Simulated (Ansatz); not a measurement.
# BSiF+ (quartet): from Hartree-Fock to the top rungs, cc-pVTZ

How much of the correlation energy of BSiF+ (quartet) does each wave-function method recover here?

Computed with Ansatz 0.2.0, Gaussian basis. Level: cc-pVTZ, core rule «outside noble gas», up to 7 orbitals frozen.

Plan: UHF; CCSD(T) on ROHF; CCSD(T) on UHF; BCCD(T) on ROHF; CCSDT(Q) on ROHF; CCSDT(Q) on UHF.

10 further runs of the same task are left out: 4 for a known fault of the program, 6 set aside as unsound or not needed.

### Step 1. The geometry

The geometry is a PBE0/def2-TZVP stationary point (not a proven minimum) of the parent state, kept for this charge and spin.

3 atoms, charge 1, spin multiplicity 4.

Atoms are counted from 1 here; the program's logs count them from 0.

Bond lengths: F1–B2 1.280 Å, B2–Si3 1.896 Å. Angles: F1–B2–Si3 180.0°.

### Step 2. UHF

File in.yaml:

```yaml
crystal:
  periodic: [false, false, false]
  atoms:
    - {symbol: F, position_ang: [0.000000, 0.000000, 1.485424]}
    - {symbol: B, position_ang: [0.000000, 0.000000, 0.205103]}
    - {symbol: Si, position_ang: [0.000000, 0.000000, -1.690526]}
basis:
  gaussian: {orbitals: cc-pVTZ}
total_charge: 1
magnetization: {spin_polarized: true, initial_magnetization: 3}
hamiltonian: {xc: hf}
output: {orbitals: {seedname: orbitals}}
```

Run with:

```bash
$ ansatz run in.yaml --threads 1 --pin off --events-out ev --progress --plain --max-ram 2816MiB --backend cpu
```

Further steps of the session: CCSD(T) on ROHF; CCSD(T) on UHF; BCCD(T) on ROHF; CCSDT(Q) on ROHF; CCSDT(Q) on UHF.

Q: Predict the results of all the runs planned. Wanted: UCCSDT(Q) below the RHF energy; RMP2 from UCCSDT(Q); UMP2 from UCCSDT(Q); RCCSD from UCCSDT(Q); RCCSD(T) from UCCSDT(Q); UCCSD(T) from UCCSDT(Q); RCCSDT(Q) from UCCSDT(Q); T1 diagnostic.

**Answer**, as computed:

| quantity | value |
| --- | --- |
| UCCSDT(Q) below the RHF energy | -10.9627 eV |
| RMP2 from UCCSDT(Q) | +936.6 meV |
| UMP2 from UCCSDT(Q) | +939.8 meV |
| RCCSD from UCCSDT(Q) | +487.1 meV |
| RCCSD(T) from UCCSDT(Q) | +60.2 meV |
| UCCSD(T) from UCCSDT(Q) | +58.4 meV |
| RCCSDT(Q) from UCCSDT(Q) | +7.9 meV |
| levels within 1 kcal/mol (43 meV) | RCCSDT, UCCSDT, RCCSDT(Q) |
| T1 diagnostic | 0.032 |

RCCSD(T) misses by +60.2 meV, 0.5 % of the correlation energy. These misses are within one basis, not against nature; the frozen cores of restricted and unrestricted runs differ, which can shift their rows.
